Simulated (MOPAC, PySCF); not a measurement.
H$_{3}$N, SMILES `N`, neutral singlet in the gas phase. 

Cartesian coordinates (Å):
```xyz
4

N      0.0032    -0.0048     0.2816
H     -0.6504    -0.6784    -0.0980
H     -0.2652     0.9038    -0.0754
H      0.9124    -0.2206    -0.1082
```
Charge 0, spin multiplicity 1.

All levels are single points at this geometry (PBE0-D3(BJ)/def2-TZVP); Pople sets use spherical d functions. Orbital energies aren't observables, and empty levels follow the basis.

HF/3-21G in PySCF gives dipole (D) = 2.15.

Estimate the dipole (D) from each of these levels: PBE-D3(BJ)/def2-TZVP in PySCF; TPSSh-D3(BJ)/def2-TZVP in PySCF; B3LYP/3-21G in PySCF; B3LYP/6-311+G** in PySCF; M06-2X/6-31G* in PySCF; PBE/6-31G* in PySCF; SVWN5/6-31G* in PySCF; HF/6-31G* in PySCF; HF/STO-3G in PySCF; AM1 in MOPAC; PM3 in MOPAC; PM7 in MOPAC.


| level | dipole (D) |
|---|---|
| PBE-D3(BJ)/def2-TZVP in PySCF | 1.66 |
| TPSSh-D3(BJ)/def2-TZVP in PySCF | 1.68 |
| B3LYP/3-21G in PySCF | 2.07 |
| B3LYP/6-311+G** in PySCF | 1.75 |
| M06-2X/6-31G* in PySCF | 1.88 |
| PBE/6-31G* in PySCF | 1.83 |
| SVWN5/6-31G* in PySCF | 1.90 |
| HF/6-31G* in PySCF | 1.92 |
| HF/STO-3G in PySCF | 1.77 |
| AM1 in MOPAC | 1.92 |
| PM3 in MOPAC | 1.58 |
| PM7 in MOPAC | 2.39 |
